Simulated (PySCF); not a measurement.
# Working out the ionisation energy of N

N [He] 2s2 2p3 (4S) → N⁺ [He] 2s2 2p2 (3P). Computed with PySCF 2.14 in def2-TZVP, with the non-relativistic Hamiltonian (point nucleus). Frozen: 1s2. Energies in hartree (1 hartree = 27.21139 eV):

```tsv
part	N (lower)	N⁺ (upper)
UHF	-54.402747	-53.891999
CCSD correlation	-0.110932	-0.091622
(T)	-0.002262	-0.001573
```

**Question.** What does Hartree-Fock give?

**Answer.** (-53.891999) − (-54.402747) = 0.510748 hartree = 13.898 eV.

**Question.** What do CCSD and CCSD(T) give?

**Answer.** The CCSD correlation energies differ by 0.019310 hartree = 0.525 eV and the triples by 0.000689 hartree = 0.019 eV, so CCSD gives 14.423 eV and CCSD(T) 14.442 eV.

Measured between the centres of the two terms (NIST): 14.545 eV, so CCSD(T) (valence) is off by -0.103 eV.

What remains against the reference includes basis incompleteness, the frozen core and higher excitations.
